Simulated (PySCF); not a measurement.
Geometry:
| atom | x (Å) | y (Å) | z (Å) |
| --- | --- | --- | --- |
| P1 | -0.295 | -0.186 | -1.067 |
| P2 | 0.296 | 0.185 | 1.067 |
| H3 | -1.682 | 0.059 | -0.817 |
| H4 | -0.454 | -1.594 | -0.870 |
| H5 | 1.683 | -0.058 | 0.816 |
| H6 | 0.452 | 1.593 | 0.870 |

Geometry: PBE0-D3(BJ)/def2-SVP; GIAO absolute shieldings from PySCF 2.14, gas phase, non-relativistic, averaged over equivalent atoms.

At wB97X-D/pcSseg-1 (68 basis functions, 1.9 s wall time on 1 thread of an Arm Neoverse V1, shared host):
```
      atoms  σ (ppm)
      P1/P2    531.4
H3/H4/H5/H6    28.90
```

Question: Estimate the result of repeating the calculation with PBE0/pcSseg-1.

Answer: 
| atoms | σ at PBE0/pcSseg-1 | change |
| --- | --- | --- |
| P1/P2 | 532.2 | +0.8 |
| H3/H4/H5/H6 | 28.77 | -0.13 |

The largest change is at P1/P2 (phosphorus bonded to P, 2 H). Cost: 68 basis functions, 2.2 s wall time on 1 thread of an Arm Neoverse V1, shared host.
